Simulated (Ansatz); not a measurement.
**HNAl, quartet: reading a ladder of total energies**

Geometry: a point of a stretch scan, not a stationary point.

```yaml
atoms:
  - { symbol: Al, position_ang: [0.0000, -0.0520, 0.9401] }
  - { symbol: N, position_ang: [0.0000, 0.1570, -1.6625] }
  - { symbol: H, position_ang: [0.0000, -0.7900, -2.0639] }
```

Basis 6-31G; Ansatz 0.2.0. Correlated methods freeze the noble-gas cores, which leaves 9 electrons in 18 orbitals. R marks a restricted (for open shells ROHF) determinant, U an unrestricted one.

Full CI is exact within this basis and frozen core; it isn't the basis-set limit. The frozen core follows each run's orbitals, which can shift R against U totals by a few meV.

Runs differ by some tens of microhartree through their thresholds and, for an open shell, their frozen cores, so steps under 0.1 kcal/mol mean nothing.

```csv
level,total energy (hartree)
UHF,-296.795623
UMP2,-296.872561
UCCSD,-296.898432
UCCSD(T),-296.899666
UCCSDT,-296.900075
UCCSDT(Q),-296.900205
UCCSDTQ,-296.900219
full CI,-296.900185
```

Task: What is the correlation energy at full CI, and what share of it do UMP2 and UCCSD recover?

Result: E(corr) = -296.900185 − (-296.795623) = -0.104562 hartree = -2.845 eV. UMP2: -0.076938 / -0.104562 = 73.58 %. UCCSD: -0.102809 / -0.104562 = 98.32 %.

Task: By how many kcal/mol does UCCSD(T) miss full CI (1 hartree = 627.509 kcal/mol), and which steps make up the rest?

Result: -296.899666 − (-296.900185) = 0.000519 hartree = 0.33 kcal/mol. Steps: UCCSDT − UCCSD(T) = -0.26, UCCSDT(Q) − UCCSDT = -0.08, UCCSDTQ − UCCSDT(Q) = -0.01, full CI − UCCSDTQ = 0.02 kcal/mol. That is within 1 kcal/mol of the reference in this basis, which itself misses far more of the correlation at the basis-set limit.
